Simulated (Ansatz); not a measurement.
**Changing the shape of C₂H₂O₂, singlet**

Computed with Ansatz's Gaussian-basis code (development build). Basis aug-cc-pVDZ, nonrelativistic, no frozen core; active space CAS(4,4). Restricted Hartree–Fock, then the lowest state-specific CASSCF solution met for each case. Single-reference values can break down or jump between states where bonds are stretched. Solutions in different active orbitals can move differences by tenths of an eV and at times more than 1 eV.

Case A:

```xyz
6

C    -0.2801    0.3474   -0.7026
C     0.2801    0.3474    0.7026
O     0.1724   -0.3923   -1.5650
H    -1.1116    1.0544   -0.8790
O    -0.1724   -0.3923    1.5650
H     1.1116    1.0544    0.8790
```

Case B:

```xyz
6

C     0.0000   -0.3947   -0.6453
C     0.0000    0.3947    0.6453
O     0.0000    0.1670   -1.7316
H     0.0000   -1.4939   -0.5259
O     0.0000   -0.1670    1.7316
H     0.0000    1.4939    0.5259
```

Energy less that of case A, in eV:

```tsv
case	RHF/ROHF
B	-0.269
```

**Question.** What does SC-NEVPT2 give for these differences?

**Answer.** B: -0.294 eV (-6.8 kcal/mol).
